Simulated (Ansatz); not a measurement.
Chalcopyrite CdGeAs2, treated with PBE (Ansatz, a quantum-chemistry and plane-wave program, PAW).

Numerical settings: plane-wave cutoff 520 eV, 8×8×8 k mesh, Fermi–Dirac smearing 0.01 eV, scalar-relativistic PAW data made under PBE.

Shape and atoms are relaxed at each volume.

Pressure at four volumes; x = ln(V/26.255 Å³). One pressure is withheld.

```csv
V (Å³/atom),x,P (GPa)
25.205,-0.0408,2.36
26.255,0.0000,0.00
26.780,0.0198,-0.99
27.305,0.0392,?
```

Q: Pass a parabola P(x) through the three rows shown, estimate the bulk modulus and its pressure derivative near zero pressure, and predict the withheld pressure.

A: Slopes between the rows: (0.00 − (2.36))/(0.0000 − (-0.0408)) = -57.84 and (-0.99 − (0.00))/(0.0198 − (0.0000)) = -50.00 GPa. Their difference over the span 0.0606 is c = 7.84/0.0606 = 129.4 GPa, so P(x) = 2.36 + (-57.84)(x − (-0.0408)) + 129.4 (x − (-0.0408))(x − (0.0000)). At the middle row B = −dP/dx = −[-57.84 + 129.4 × 0.0408] = 52.6 GPa, and B′ = dB/dP = 2c/B = 4.9. At x = 0.0392 the parabola gives -1.86 GPa; the run gives -1.88 GPa. The Birch–Murnaghan fit to the energies at all volumes has B0 = 52.5 GPa and B′ = 4.7.

Measured, for comparison: bulk modulus 69.9 GPa (temperature not stated, no zero-point or thermal correction; as tabulated in Toher et al. (2017), arXiv:1611.05714). Computed less measured: bulk modulus -25 %.

Note: this level leaves the solid without a gap, although one is measured.
